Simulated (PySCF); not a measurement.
1-penten-3-yne, C5H6.
Numbering: `[CH2:1]=[CH:2][C:3]#[C:4][CH3:5]` (hydrogens: H6, H7 on C1; H8 on C2; H9, H10, H11 on C5)

Structure used (PBE0-D3(BJ)/def2-TZVP), in Å, numbered top down from 1:
```xyz
11
C5H6 angstrom
C     -2.5044    0.3210   -0.1526
C     -1.4882   -0.4713   -0.4939
C     -0.1337   -0.2386   -0.1481
C      1.0288   -0.0762    0.1261
C      2.4205    0.1402    0.4638
H     -2.3519    1.2220    0.4294
H     -3.5169    0.0809   -0.4519
H     -1.6848   -1.3665   -1.0794
H      2.5148    0.6975    1.3991
H      2.9491   -0.8091    0.5808
H      2.9277    0.7112   -0.3187
```

Computed, not measured: PBE0-D3(BJ)/def2-TZVP geometry optimisation, gas phase (PySCF).

Masses are those of the commonest isotopes; rigid-rotor values at the optimised geometry. 

Task: Give the principal moments of inertia and the rotational constants in cm⁻¹.

Result: Ia = 14.36, Ib = 236.08, Ic = 247.31 u·Å²; 505379 MHz·u·Å²/I gives 35182, 2141 and 2044 MHz, that is A = 1.17355, B = 0.07141, C = 0.06817 cm⁻¹.

Task: Classify the top.

Result: A near-prolate asymmetric top: κ = (2 × 2141 − 35182 − 2044)/(35182 − 2044) = -0.99.

Task: Is it planar, by Δ = Ic − Ia − Ib?

Result: Not planar: Δ = Ic − Ia − Ib = -3.14 u·Å². For a rigid frame Δ = −2 Σ m c², so Σ m c² = 1.57 u·Å² lies off the ab plane, practically all of it from hydrogen. The atom farthest from that plane is 1.02 Å away.

Task: Which types of transition are allowed, and where do some lines up to J = 4 fall?

Result: The dipole components are |μa| = 0.67 D, |μb| = 0.10 D, |μc| = 0.01 D. Intensities carry the squares of the components, which stand as 1.00 : 0.02 : 0.00 (a : b : c). Some lines, for components of 0.1 D or more:

```tsv
type	branch	J(Ka,Kc)	MHz	lower level (cm⁻¹)
a	Q	3(1,2) ← 3(1,3)	583	1.931
a	Q	4(1,3) ← 4(1,4)	971	2.483
a	R	1(0,1) ← 0(0,0)	4184	0.000
a	R	2(1,2) ← 1(1,1)	8271	1.242
a	R	2(0,2) ← 1(0,1)	8368	0.140
a	R	2(1,1) ← 1(1,0)	8466	1.245
a	R	3(1,3) ← 2(1,2)	12407	1.518
a	R	3(0,3) ← 2(0,2)	12552	0.419
a	R	3(2,2) ← 2(2,1)	12553	4.834
a	R	3(2,1) ← 2(2,0)	12554	4.834
a	R	3(1,2) ← 2(1,1)	12698	1.527
a	R	4(1,4) ← 3(1,3)	16542	1.931
a	R	4(0,4) ← 3(0,3)	16735	0.837
a	R	4(2,3) ← 3(2,2)	16737	5.252
a	R	4(3,2) ← 3(3,1)	16737	10.771
a	R	4(3,1) ← 3(3,0)	16737	10.771
a	R	4(2,2) ← 3(2,1)	16739	5.253
a	R	4(1,3) ← 3(1,2)	16931	1.951
```

Stationary, but not proved a minimum. These are rigid-rotor constants of the computed structure; measured ground-state constants (B0) also hold zero-point vibration. A rigid rotor knows nothing of internal rotation, which can split or shift real lines.
